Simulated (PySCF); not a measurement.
Molecule: SMILES CCCC=O, C4H8O.

Molfile (atoms numbered from 1):
```
C4H8O
     RDKit          3D

 13 12  0  0  0  0  0  0  0  0999 V2000
   -1.7121   -0.1053    0.6395 C   0  0  0  0  0  0  0  0  0  0  0  0
   -0.2561   -0.5039    0.4677 C   0  0  0  0  0  0  0  0  0  0  0  0
    0.5350    0.4792   -0.3752 C   0  0  0  0  0  0  0  0  0  0  0  0
    1.9842    0.1270   -0.5461 C   0  0  0  0  0  0  0  0  0  0  0  0
    2.5181   -0.8322   -0.0569 O   0  0  0  0  0  0  0  0  0  0  0  0
   -2.2590   -0.8385    1.2509 H   0  0  0  0  0  0  0  0  0  0  0  0
   -1.8061    0.8750    1.1344 H   0  0  0  0  0  0  0  0  0  0  0  0
   -2.2284   -0.0335   -0.3316 H   0  0  0  0  0  0  0  0  0  0  0  0
   -0.1835   -1.5034    0.0086 H   0  0  0  0  0  0  0  0  0  0  0  0
    0.2339   -0.6027    1.4500 H   0  0  0  0  0  0  0  0  0  0  0  0
    0.5007    1.5017    0.0489 H   0  0  0  0  0  0  0  0  0  0  0  0
    0.1027    0.5924   -1.3881 H   0  0  0  0  0  0  0  0  0  0  0  0
    2.5706    0.8442   -1.1806 H   0  0  0  0  0  0  0  0  0  0  0  0
  1  2  1  0
  2  3  1  0
  3  4  1  0
  4  5  2  0
  1  6  1  0
  1  7  1  0
  1  8  1  0
  2  9  1  0
  2 10  1  0
  3 11  1  0
  3 12  1  0
  4 13  1  0
M  END
```

Geometry PBE0-D3(BJ)/def2-SVP throughout; GIAO in PySCF, gas phase, one conformer, non-relativistic; equivalent atoms averaged; basis pcSseg-2.

For orientation, BLYP gives these shifts δ (against TMS, H2O at the same level): C4 208.8, C3 57.5, C2 21.0, C1 16.4, O5 667.4, H13 10.44, H11/H12 2.45, H9/H10 1.64, H6/H7/H8 0.96 ppm.

A run gave: C4 205.2, C3 46.0, C2 17.2, C1 15.6, O5 662.0, H13 9.39, H11/H12 2.09, H9/H10 1.56, H6/H7/H8 0.95 ppm (shifts δ (against TMS, H2O at the same level)).

Q: Which functional was used in that run?
A. HF
B. OPBE
C. PBE
D. CAM-B3LYP

A: A. C3 tells them apart best: HF gives 46.0, OPBE gives 53.2, PBE gives 56.7, CAM-B3LYP gives 54.0 ppm.
